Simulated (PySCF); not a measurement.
# Electronic absorption of [C6H5]+

Compound: C6H5 (charge +1).
Geometry (GFN2-xTB, Å), atoms numbered from 1 in this order:
```
atom  x, y, z in Å
C1    -2.5312   -0.2924    0.5914
C2    -1.1663   -0.1351    0.2766
C3     0.0170   -0.0007    0.0036
C4     1.3174    0.1500   -0.2989
C5     2.6288   -0.3529   -0.3980
C6     2.3959    0.9293   -0.7593
H7    -2.9235    0.6163    1.0521
H8    -3.0877   -0.4530   -0.3369
H9    -2.6895   -1.1512    1.2445
H10    3.2981   -1.1744   -0.2719
H11    2.7464    1.8669   -1.1291
```

Theory: TDDFT PBE0/def2-SVPD, vertical, gas phase, core orbitals frozen in the response in PySCF.

```tsv
state	E (eV)	E (hartree)	f	|μ| (D)	main configurations (H = HOMO, L = LUMO)
S1	3.45	0.1266	0.0001	0.10	H→L (99%)
S2	4.94	0.1817	0.0000	0.03	H→L+1 (99%)
S3	5.10	0.1874	0.237	3.50	H-1→L (82%), H→L+2 (17%)
S4	5.82	0.2138	0.013	0.78	H-1→L+1 (99%)
S5	6.89	0.2532	0.0003	0.10	H-1→L+2 (96%)
S6	7.31	0.2685	0.0004	0.12	H-2→L (75%), H-5→L (18%)
S7	7.77	0.2855	0.0013	0.21	H-4→L (98%)
S8	7.99	0.2937	0.0018	0.24	H-4→L+1 (90%)
```

Triplets, Tamm–Dancoff:

| state | E (eV) | λ (nm) | main configurations (H = HOMO, L = LUMO) |
| --- | --- | --- | --- |
| T1 | 3.13 | 396.0 | H→L (98%) |
| T2 | 3.50 | 354.5 | H-1→L (97%) |
| T3 | 4.74 | 261.6 | H→L+1 (96%) |

The lowest singlet lies at 3.45 eV (360 nm, ultraviolet) and is dark (f under 0.0005); its leading configuration is HOMO→LUMO (99%). The most intense listed level is S3 at 5.10 eV (243 nm, f = 0.237), 1.65 eV above S1. Löwdin shares by element: HOMO carbon 83% or more (atoms not listed hold the other 17%); LUMO carbon 78% or more (atoms not listed hold the other 22%). The oscillator strengths of these states sum to 0.254; summed over the whole spectrum of an exact calculation they would give the number of electrons, 40 (Thomas–Reiche–Kuhn). Orbital energies (eV): HOMO-3 -16.76, HOMO-2 -16.60, HOMO-1 -13.41, HOMO -12.79, LUMO -7.51, LUMO+1 -6.61, LUMO+2 -4.56. The listed states span 4.55 eV, and the widest gap between neighbours is 1.50 eV (S1 to S2). No computed singlet lies in the visible range (380 to 750 nm); the lowest, at 360 nm, stands 0.18 eV above its violet end (3.26 eV); a Tamm–Dancoff triplet lies at 396 nm, without intensity as long as spin–orbit coupling is left out. Singlets were solved by full linear response, triplets in the Tamm–Dancoff approximation.
